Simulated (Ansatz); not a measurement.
## Isomers

Structures of Si3H6, singlet, relaxed at PBE0-D4/def2-TZVP (vibrations not checked; lower isomers may exist, and structures with a doubtful reference or unclear bonds are left out). Computed with Ansatz 0.2.0 (basis: def2-TZVPP); correlated methods freeze the cores. B3LYP uses VWN-RPA correlation.

Question: Rank them by CCSD(T) energy, lowest first, and give each one's height above the lowest. Links in brackets join atoms within 1.22 times the sum of their covalent radii (1.1 for two metals). (To be estimated.)
A.
Si₃H₆ ([SiH2][SiH][SiH3])
```
9
angstrom
Si -1.0622 1.3496 -1.4982
Si 0.5631 0.8495 0.0694
Si 0.7394 -1.1625 0.7688
H -1.6417 0.0574 -1.9485
H -2.1362 2.2030 -0.9230
H 1.2733 1.9304 0.7952
H 1.7120 -1.6108 1.7912
H 0.0375 -2.2655 0.0755
H -0.4781 2.0615 -2.6664
```
B.
Si₃H₆ ([H]1[SiH2]2[SiH][SiH2]12)
```
9
angstrom
Si -1.3527 -0.3796 -0.3081
Si 0.7737 0.8367 -0.3731
Si 0.3999 -0.8968 1.1555
H -1.6120 -1.1374 -1.5611
H -2.5659 0.3957 0.0570
H 1.5001 0.6423 -1.6561
H 0.7367 2.2845 -0.0439
H -0.7109 0.9197 -1.1956
H -0.2192 0.2297 1.9867
```
C.
Si₃H₆ ([SiH2]1[SiH2][SiH2]1)
```
9
angstrom
Si -1.1993 -0.1721 -0.5840
Si 0.9030 0.8310 -0.5505
Si 0.2969 -0.6602 1.1336
H -1.4713 -1.2140 -1.6048
H -2.3868 0.6614 -0.2730
H 1.9104 0.4005 -1.5511
H 0.9933 2.2743 -0.2182
H 0.9351 -1.9994 1.1601
H 0.0187 -0.1216 2.4879
```

Answer: Computed: C (0.0 kJ/mol), A (38.9 kJ/mol), B (70.5 kJ/mol). Heights count from the lowest.

Question: Do PBE-D4, r2SCAN-D4, PBE0-D4, B3LYP-D4, wB97M-V, HF, MP2 give the same order? (A judgement: the text doesn't fix the answer.)

Answer: The calculation gives: All do.

T1 diagnostic: at most 0.017. The restricted Hartree–Fock reference is unstable towards an unrestricted one at one or more of these structures.

For scale, one of the runs: CCSD(T)/def2-TZVPP, 210 basis functions, launched by `ansatz run in.yaml --threads 2 --pin off --events-out ev --progress --plain --max-ram 4352MiB`. Time: 39 s of wall clock on 2 CPU threads of an Arm Neoverse V2; the host was shared. Peak host memory: 2.5 GiB.
